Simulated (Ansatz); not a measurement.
C4H6, SMILES `C=CC=C` at its PBE0-D4/def2-TZVP geometry, where that method's forces vanish. The species carries charge 0 and has multiplicity 1.

| atom | x (Å) | y (Å) | z (Å) |
| --- | --- | --- | --- |
| C1 | -0.333 | 1.415 | 1.126 |
| C2 | -0.499 | 0.283 | 0.443 |
| C3 | 0.499 | -0.283 | -0.442 |
| C4 | 0.333 | -1.415 | -1.126 |
| H5 | 0.585 | 1.987 | 1.052 |
| H6 | -1.106 | 1.803 | 1.778 |
| H7 | -1.431 | -0.269 | 0.537 |
| H8 | 1.431 | 0.269 | -0.537 |
| H9 | -0.586 | -1.987 | -1.052 |
| H10 | 1.106 | -1.804 | -1.778 |

Task: For each bond, give half the difference of the two atoms' forces along it (eV/Å; positive pushes the atoms apart) under PBE-D4, r2SCAN-D4, B3LYP-D4, ωB97M-V in def2-TZVPP. (Estimate.)

Result: Ansatz gave: 
| bond | length (Å) | PBE-D4 | r2SCAN-D4 | B3LYP-D4 | ωB97M-V |
| --- | --- | --- | --- | --- | --- |
| C1–C2 | 1.332 | 0.43 | 0.26 | 0.12 | -0.21 |
| C1–H5 | 1.085 | 0.02 | -0.07 | -0.07 | -0.02 |
| C1–H6 | 1.083 | -0.01 | -0.09 | -0.09 | -0.02 |
| C2–C3 | 1.449 | -0.35 | -0.17 | 0.06 | 0.52 |
| C2–H7 | 1.088 | 0.08 | -0.04 | -0.10 | -0.14 |
| C3–C4 | 1.332 | 0.43 | 0.26 | 0.12 | -0.21 |
| C3–H8 | 1.088 | 0.08 | -0.04 | -0.10 | -0.14 |
| C4–H9 | 1.085 | 0.02 | -0.07 | -0.07 | -0.02 |
| C4–H10 | 1.083 | -0.01 | -0.09 | -0.09 | -0.02 |

B3LYP here is the variant with VWN-RPA as its local correlation; programs differ in this.
